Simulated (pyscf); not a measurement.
Thermochemistry of product channels of `[B][Cl]` [singlet] + `[CH4]` on the singlet surface, in kcal/mol, from CCSD(T)/def2-TZVPP + ΔMP2(QZVPP) energies (ideal gas, 1 atm, RRHO with modes under 100 cm⁻¹ raised to 100, one conformer, R ln 2 for chiral ones without a mode under 150 cm⁻¹). Optimised with ωB97X-D3(BJ)/def2-SVP in PySCF. MP2 and CC: frozen core, UHF for open shells. ΔMP2 is the change of the MP2 total energy from the triple- to the quadruple-zeta basis.

```
products                            ΔE  ΔH(298 K)  ΔG(298 K)  ΔG(600 K)
-------------------------------  -----  ---------  ---------  ---------
`[BH]` [singlet] + `[CH3][Cl]`     [?]      +60.2      +59.7      +59.1
`[BH2][Cl]` + `[CH2]` [singlet]  +63.3      +58.2      +56.4        [?]
```

Question: Some entries are withheld; supply them.

Answer: 
- `[BH]` [singlet] + `[CH3][Cl]`, ΔE: +62.2
- `[BH2][Cl]` + `[CH2]` [singlet], ΔG(600 K): +54.5

These are energies of the channels, which say nothing of barriers. CH₂ [singlet] is an excited spin state, 8.9 kcal/mol over the triplet at ωB97X-D3(BJ). A restricted singlet here is unstable towards spin polarisation, as is usual where a triplet lies low; its energy is less safe. The CCSD(T) − MP2 part came from Ansatz, without density fitting, on the same reference.
